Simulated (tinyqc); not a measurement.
CCSD on RHF in the sto-3g basis, for CH3-, spin multiplicity 1, step by step. The basis has no diffuse functions, so it cannot describe the extra electron: this is an exercise in the method, not the real anion. One step of it, computed by the program tinyqc.

Task: CCSD: starting amplitudes. t_ij^ab = <ij||ab> / (e_i + e_j - e_a - e_b), whose energy is MP2.

orbital energies (hartree): MO1 -10.358312, MO2 -0.422142, MO3 -0.105203, MO4 -0.105189, MO5 0.227729, MO6 1.136314, MO7 1.290481, MO8 1.290593

Two-electron integrals over orbitals (pq|rs), unique and non-zero (hartree):
```
(11|11) 3.500028    (21|11) -0.282860   (21|21) 0.035617    (22|11) 0.687483
(22|21) -0.008341   (22|22) 0.498503    (31|31) 0.006500    (32|31) 0.011907
(32|32) 0.127124    (33|11) 0.599643    (33|21) -0.003125   (33|22) 0.483900
(33|33) 0.536679    (41|11) 0.000079    (41|21) -0.000007   (41|22) 0.000014
(41|33) -0.003712   (41|41) 0.006503    (42|11) 0.000030    (42|21) 0.000007
(42|22) 0.000131    (42|33) -0.067504   (42|41) 0.011914    (42|42) 0.127213
(43|31) -0.003718   (43|32) -0.067549   (43|43) 0.053556    (44|11) 0.599759
(44|21) -0.003123   (44|22) 0.484052    (44|33) 0.429777    (44|41) 0.003709
(44|42) 0.067465    (44|44) 0.536650    (51|11) -0.014863   (51|21) 0.001535
(51|22) -0.001516   (51|33) -0.000595   (51|41) -6.19e-07   (51|42) -6.59e-08
(51|44) -0.000595   (51|51) 0.022047    (52|11) 0.005427    (52|21) -0.000709
(52|22) -0.003256   (52|33) -0.001349   (52|41) 1.36e-07    (52|42) 5.23e-07
(52|44) -0.001348   (52|51) 0.022927    (52|52) 0.084244    (53|31) 0.000260
(53|32) -0.000498   (53|43) 0.000780    (53|53) 0.019540    (54|11) -0.000007
(54|21) 4.26e-07    (54|22) -7.01e-07   (54|33) 0.000778    (54|41) 0.000260
(54|42) -0.000496   (54|44) -0.000779   (54|51) -0.000007   (54|52) -0.000017
(54|54) 0.019547    (55|11) 0.851741    (55|21) -0.009386   (55|22) 0.530574
(55|33) 0.483989    (55|41) 2.42e-06    (55|42) 0.000019    (55|44) 0.484057
(55|51) 0.002007    (55|52) 0.009564    (55|54) -0.000006   (55|55) 0.673302
(61|11) -0.323364   (61|21) 0.041485    (61|22) -0.009001   (61|33) -0.003227
(61|41) -0.000045   (61|42) -0.000053   (61|44) -0.003259   (61|51) 0.000976
(61|52) -0.001574   (61|54) -8.05e-07   (61|55) -0.008438   (61|61) 0.048441
(62|11) 0.265573    (62|21) -0.009481   (62|22) 0.066170    (62|33) 0.036302
(62|41) -0.000021   (62|42) -0.000052   (62|44) 0.036404    (62|51) -0.001680
(62|52) -0.001916   (62|54) -0.000006   (62|55) 0.134325    (62|61) -0.010073
(62|62) 0.078299    (63|31) 0.003545    (63|32) -0.043071   (63|43) 0.042219
(63|53) 0.001108    (63|63) 0.061246    (64|11) -0.000766   (64|21) 0.000018
(64|22) -0.000253   (64|33) 0.041929    (64|41) 0.003562    (64|42) -0.042803
(64|44) -0.042165   (64|51) 1.93e-07    (64|52) -0.000010   (64|54) 0.001102
(64|55) -0.000393   (64|61) -7.31e-07   (64|62) -0.000336   (64|64) 0.060905
(65|11) -0.006395   (65|21) -0.000476   (65|22) -0.005481   (65|33) -0.002250
(65|41) -2.01e-06   (65|42) -0.000014   (65|44) -0.002264   (65|51) 0.024774
(65|52) 0.075197    (65|54) -0.000077   (65|55) 0.002331    (65|61) -0.001450
(65|62) -0.005939   (65|64) 0.000008    (65|65) 0.075140    (66|11) 0.704407
(66|21) -0.011665   (66|22) 0.483909    (66|33) 0.475201    (66|41) -0.000065
(66|42) -0.000577   (66|44) 0.474603    (66|51) -0.003137   (66|52) -0.007254
(66|54) 0.000005    (66|55) 0.517646    (66|61) -0.012174   (66|62) 0.051851
(66|64) 0.000066    (66|65) -0.009106   (66|66) 0.491676    (71|31) 0.012730
(71|32) 0.020506    (71|43) -0.005731   (71|53) 0.000532    (71|63) 0.006728
(71|71) 0.025165    (72|31) 0.008753    (72|32) 0.009816    (72|43) 0.020098
(72|53) 0.002023    (72|63) 0.043802    (72|71) 0.016012    (72|72) 0.052416
(73|11) 0.240055    (73|21) -0.005123   (73|22) 0.066870    (73|33) 0.018127
(73|41) 0.002639    (73|42) 0.050201    (73|44) 0.064689    (73|51) 0.000104
(73|52) 0.003632    (73|54) -0.000724   (73|55) 0.117928    (73|61) -0.005269
(73|62) 0.073800    (73|64) -0.030199   (73|65) -0.000556   (73|66) 0.046520
(73|73) 0.110106    (74|31) 0.002636    (74|32) 0.050196    (74|43) -0.023316
(74|53) -0.000723   (74|63) -0.030158   (74|71) 0.005091    (74|72) -0.004346
(74|74) 0.035851    (75|31) 0.000748    (75|32) 0.004881    (75|43) -0.002179
(75|53) 0.018428    (75|63) -0.001219   (75|71) 0.001412    (75|72) 0.001773
(75|74) 0.001843    (75|75) 0.024186    (76|31) 0.012769    (76|32) 0.110383
(76|43) -0.058603   (76|53) -0.000630   (76|63) -0.041091   (76|71) 0.023028
(76|72) 0.006644    (76|74) 0.049668    (76|75) 0.004347    (76|76) 0.110122
(77|11) 0.797641    (77|21) -0.010197   (77|22) 0.514873    (77|33) 0.533374
(77|41) 0.001173    (77|42) -0.023321   (77|44) 0.469473    (77|51) -0.000315
(77|52) 0.001802    (77|54) 0.001048    (77|55) 0.549272    (77|61) -0.010350
(77|62) 0.076239    (77|64) 0.034165    (77|65) -0.001180   (77|66) 0.511490
(77|73) 0.074566    (77|77) 0.592280    (81|11) -0.000912   (81|21) 0.000123
(81|22) -4.62e-06   (81|33) -0.005728   (81|41) 0.012732    (81|42) 0.020509
(81|44) 0.005703    (81|51) 2.75e-06    (81|52) -4.11e-06   (81|54) 0.000533
(81|55) -0.000022   (81|61) 0.000072    (81|62) -0.000071   (81|64) 0.006758
(81|65) -0.000008   (81|66) -0.000157   (81|73) 0.005080    (81|77) 0.002969
(81|81) 0.025162    (82|11) 0.000838    (82|21) -0.000025   (82|22) 0.000224
(82|33) 0.020252    (82|41) 0.008750    (82|42) 0.009747    (82|44) -0.020012
(82|51) -4.50e-06   (82|52) -2.58e-06   (82|54) 0.002023    (82|55) 0.000416
(82|61) -0.000073   (82|62) 0.000111    (82|64) 0.043806    (82|65) -0.000020
(82|66) 0.000130    (82|73) -0.004133   (82|77) 0.029313    (82|81) 0.016002
(82|82) 0.052417    (83|31) 0.002650    (83|32) 0.050094    (83|43) -0.023202
(83|53) -0.000719   (83|63) -0.029989   (83|71) 0.005118    (83|72) -0.004210
(83|74) 0.031323    (83|75) 0.001841    (83|76) 0.049567    (83|83) 0.035686
(84|11) 0.240014    (84|21) -0.005126   (84|22) 0.066749    (84|33) 0.064783
(84|41) -0.002634   (84|42) -0.050348   (84|44) 0.018044    (84|51) 0.000104
(84|52) 0.003633    (84|54) 0.000720    (84|55) 0.117891    (84|61) -0.005242
(84|62) 0.073798    (84|64) 0.029857    (84|65) -0.000544   (84|66) 0.047030
(84|73) 0.042789    (84|77) 0.087110    (84|81) -0.005103   (84|82) 0.004680
(84|84) 0.110271    (85|11) -0.000016   (85|21) -9.88e-07   (85|22) -0.000010
(85|33) -0.002181   (85|41) 0.000748    (85|42) 0.004881    (85|44) 0.002166
(85|51) 0.000071    (85|52) 0.000220    (85|54) 0.018427    (85|55) 0.000009
(85|61) -0.000008   (85|62) -0.000021   (85|64) -0.001207   (85|65) 0.000145
(85|66) -0.000048   (85|73) 0.001842    (85|77) -0.000157   (85|81) 0.001411
(85|82) 0.001771    (85|84) -0.001849   (85|85) 0.024181    (86|11) -0.000188
(86|21) -6.14e-08   (86|22) 0.000029    (86|33) -0.058428   (86|41) 0.012777
(86|42) 0.110289    (86|44) 0.058241    (86|51) -0.000008   (86|52) -0.000024
(86|54) -0.000622   (86|55) -0.000056   (86|61) -0.000068   (86|62) -0.000099
(86|64) -0.040614   (86|65) -0.000034   (86|66) -0.000630   (86|73) 0.049540
(86|77) -0.021446   (86|81) 0.023040    (86|82) 0.006750    (86|84) -0.049849
(86|85) 0.004345    (86|86) 0.109878    (87|31) 0.001205    (87|32) -0.023028
(87|43) 0.031839    (87|53) 0.001049    (87|63) 0.034355    (87|71) 0.003061
(87|72) 0.029079    (87|74) -0.006124   (87|75) -0.000144   (87|76) -0.021235
(87|83) -0.006021   (87|87) 0.034339    (88|11) 0.797610    (88|21) -0.010196
(88|22) 0.514905    (88|33) 0.469079    (88|41) -0.001097   (88|42) 0.023976
(88|44) 0.533726    (88|51) -0.000315   (88|52) 0.001801    (88|54) -0.001056
(88|55) 0.549269    (88|61) -0.010334   (88|62) 0.076368    (88|64) -0.034923
(88|65) -0.001182   (88|66) 0.511249    (88|73) 0.087335    (88|77) 0.523247
(88|81) -0.002901   (88|82) -0.028799   (88|84) 0.074170    (88|85) 0.000176
(88|86) 0.021841    (88|88) 0.592516
```

Give: Starting amplitudes; correlation energy.

Result:

Starting amplitudes (spin orbitals 1a, 1b, ...; amplitudes related by a flip of all spins are not repeated; the 24 largest):

| from | to | t |
|---|---|---|
| 5a 5b | 6a 6b | -0.0413 |
| 4a 4b | 8a 8b | -0.0395 |
| 3a 3b | 7a 7b | -0.0394 |
| 2a 2b | 6a 6b | -0.0251 |
| 2a 3b | 6a 7b | -0.0250 |
| 2a 4b | 6a 8b | -0.0250 |
| 3a 3b | 6a 6b | -0.0247 |
| 4a 4b | 6a 6b | -0.0245 |
| 3a 4b | 7a 8b | -0.0153 |
| 2a 2b | 7a 7b | -0.0153 |
| 2a 2b | 8a 8b | -0.0153 |
| 2a 4b | 6b 8a | 0.0148 |
| 2a 3b | 6b 7a | 0.0148 |
| 4a 4b | 7a 7b | -0.0128 |
| 3a 3b | 8a 8b | -0.0128 |
| 3a 4b | 6b 7a | -0.0115 |
| 3a 4b | 6a 7b | 0.0114 |
| 5a 5b | 7a 7b | -0.0114 |
| 5a 5b | 8a 8b | -0.0114 |
| 3a 3b | 6a 8b | 0.0114 |
| 4a 4b | 6a 8b | -0.0113 |
| 3a 4b | 7b 8a | 0.0112 |
| 2a 3a | 6a 7a | -0.0102 |
| 2a 4a | 6a 8a | -0.0102 |

correlation energy = -0.036317 hartree
